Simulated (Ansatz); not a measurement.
**Relaxing a trial structure of H4OSi2**

The starting geometry of this gas-phase singlet is a saddle point at PBE0-D3(BJ)/def2-SVP, pushed by 0.25 Å along its imaginary mode; its bonds are those of `O=[SiH][SiH3]`.

```xyz
7

O    -1.3253    0.0430    3.6015
Si    0.0192    0.4510    2.9724
Si    0.2030    1.1217    0.7153
H     1.2906    0.4852    3.7653
H     1.6506    1.2064    0.3223
H    -0.4494    2.4777    0.5922
H    -0.5399    0.1143   -0.1314
```

Problem. Where would you expect an optimisation with PBE0-D3(BJ)/def2-SVP to take it?

Solution. It keeps its bonds, and is `O=[SiH][SiH3]`.

The energy falls by 0.01 eV over 29 steps:

| step | E − E(last) (eV) |
| --- | --- |
| 1 | 0.012 |
| 4 | 0.004 |
| 7 | 0.004 |
| 10 | 0.003 |
| 13 | 0.002 |
| 17 | 0.001 |
| 20 | 0.000 |
| 23 | 0.000 |
| 26 | 0.000 |
| 29 | 0.000 |

Final geometry (Å):

```xyz
7

O    -1.0372   -0.5597    3.4807
Si    0.0016    0.4524    2.9694
Si    0.1834    1.1146    0.7182
H     0.9976    1.1081    3.8824
H     1.5598    0.7857    0.2352
H    -0.0107    2.5953    0.6410
H    -0.8457    0.4027   -0.0894
```

Frequencies at the end are all real (lowest 39 cm⁻¹). Run with Ansatz 0.2.0, 50 s on 1 thread of Arm Neoverse V1 (shared host).
